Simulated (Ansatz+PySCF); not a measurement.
Results of a calculation; reference values are marked as such.
Input for Ansatz (development build ahead of 0.2.0):

```yaml
crystal:
  periodic: [false, false, false]
  atoms:
    - { symbol: C, position_ang: [0.0, 0.0, -0.6337] }
    - { symbol: C, position_ang: [0.0, 0.0, 0.6337] }
basis:
  gaussian: { orbitals: def2-SVP }
total_charge: -1
magnetization:
  initial_magnetization: 1
hamiltonian:
  xc: { name: wB97X }
scf:
  omitted_lower_state_checks: [stability, starts, atomic_configurations, cluster_reference, orbital_swaps, given_window_search, neighbouring_geometries, increment]
```

The input is written out in the form of the current development build from the run's settings.

The run gave:

```json
{
  "Converged": "yes",
  "Total energy": "-75.92681 hartree",
  "Spin squared of the determinant": "0.750",
  "Occupied orbitals by symmetry in an Abelian subgroup (alpha; beta)": "3 Ag 2 B1u 1 B2u 1 B3u; 2 Ag 2 B1u 1 B2u 1 B3u"
}
```

Caution: no diffuse functions for an anion.
